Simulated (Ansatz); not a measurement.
The first iterations of a band of BFH2 + ClH (6 atoms, charge 0, multiplicity 1).

Computed with Ansatz, RHF/def2-SVP.

- movable images: 5
- climbing image: yes
- spring: 5.0 eV/Å²
- optimiser: quadratic models (default)
- start path: through a guess of the saddle point
- force threshold: 0.05 eV/Å
- iteration limit: 60
- end points: relaxed

Image 0:

```xyz
6
Properties=species:S:1:pos:R:3
B -0.054 -0.485 -0.158
H -0.219 -0.940 0.937
F 1.176 -0.237 -0.544
H -0.945 -0.281 -0.931
Cl -0.338 2.571 1.271
H 0.630 2.295 2.049
```

Image 6:

```xyz
6
Properties=species:S:1:pos:R:3
B -0.073 0.601 -0.661
H 0.319 -0.360 2.562
F 1.085 0.071 -0.930
H -1.043 -0.083 -0.582
Cl -0.170 2.338 -0.424
H 0.134 0.357 2.660
```

| iteration | highest image above the first end (eV) | largest band force component (eV/Å) |
| --- | --- | --- |
| 1 | 3.025 | 5.809 |
| 2 | 1.749 | 2.810 |
| 3 | 1.570 | 2.346 |
| 4 | 1.463 | 3.813 |
| 5 | 1.524 | 0.918 |

Q: Does the band converge within its limit, and where does its top end?

A: The run converged. It ended after 16 iterations with the highest image 1.537 eV above the first end. Neighbouring images differ by up to 1.6 eV, so the band resolves the path poorly. A vibrational analysis at the climbing image gives one clearly imaginary mode, 1396i cm⁻¹: a first-order saddle point. The orbitals stay closed-shell, which can raise the energy where a bond breaks towards radicals; this wasn't checked here.

Run time: 37 s on 1 thread of Arm Neoverse V2, on a shared host, peak memory 0.096 GiB.
